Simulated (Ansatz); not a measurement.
A made-up structure of CHOS (charge -1), closed shell:

```
atom    x (Å)    y (Å)    z (Å)
  O1  -0.8645  -0.2069   1.7912
  C2  -0.5731   0.5543   0.9933
  S3   0.6764  -0.7920  -1.1333
  H4  -0.9910  -1.0805   2.1935
```

It is relaxed with PBE-D4/def2-SVPD and then PBE0-D4/def2-TZVPD (Ansatz 0.2.0). Atoms count as bonded within 1.22 times the sum of their covalent radii (H–H: 0.88 Å). The end point is not checked to be a true minimum.

Question: Does its bonding change? (Judge from chemistry; the calculation decides.)

Answer: The calculation gives: Yes. Formed: C2–S3; broken: none.

Where it ends: The first stage lowers the energy by 4.39 eV in 11 steps. It ends as CHOS ([OH][C][S]), total charge -1:
```csv
atom,x (Å),y (Å),z (Å)
O1,-0.8967,-0.1256,1.7975
C2,-0.3875,0.4220,0.6734
S3,0.2848,-0.7200,-0.3718
H4,-0.7528,-1.1017,1.7456
```

Labels in which every atom is bracketed show which atoms are joined, not bond orders.

For scale, one of the runs: PBE0-D4/def2-TZVPD relaxation, 132 basis functions, launched by `ansatz run in.yaml --threads 2 --pin off --events-out ev --progress --plain --max-ram 4352MiB`. The run took about 14 s on 2 CPU threads of an Arm Neoverse V1 (shared host).
